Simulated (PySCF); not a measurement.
Isotope clusters of molecular radical cations, worked from isotope masses and abundances (centroid m/z, relative intensity):

1. 59.0366 (100.0), 60.0391 (2.6)
2. 137.0384 (100.0), 138.0408 (7.6)
3. 150.0871 (100.0), 151.0888 (11.8), 152.0853 (4.1)

Lines and terms under 0.3 % are left out. Candidates, as SMILES:
A. `Fc1cccc2nn[nH]c12`
B. `CC(C)([SiH3])O[C@H](C)CF`
C. `CC(N)=O`

Q: Match clusters and compounds, and give each formula.

A: 
1 = C, C2H5NO, monoisotopic mass of the neutral 59.0371 u; relative to that species, one 13C gives 2.2 % at +1 and one 15N gives 0.4 % at +1.
2 = A, C6H4FN3, monoisotopic mass of the neutral 137.0389 u; relative to that species, one 13C gives 6.5 % at +1 and one 15N gives 1.1 % at +1.
3 = B, C6H15FOSi, monoisotopic mass of the neutral 150.0876 u; relative to that species, one 13C gives 6.5 % at +1, one 29Si gives 5.1 % at +1 and one 30Si gives 3.3 % at +2.

Q: What is the mean mass of the whole cluster 3, and how does it compare with the molar mass?

A: 150.266 u over all lines, faint ones too (the ion lacks one electron, 0.0005 u); standard atomic weights give 150.268 g/mol for C6H15FOSi.

Q: Give the exact less the nominal mass of each, in mDa.

A: C6H4FN3 +38.9, C6H15FOSi +87.6, C2H5NO +37.1 (neutral, monoisotopic).

Abundances used (%; other tables differ somewhat): 12C 98.93, 13C 1.07; 14N 99.632, 15N 0.368; 16O 99.757, 17O 0.038, 18O 0.205; 1H 99.9885, 2H 0.0115; 28Si 92.2297, 29Si 4.6832, 30Si 3.0872.

Masses and patterns are calculated from tabulated isotope masses and abundances.
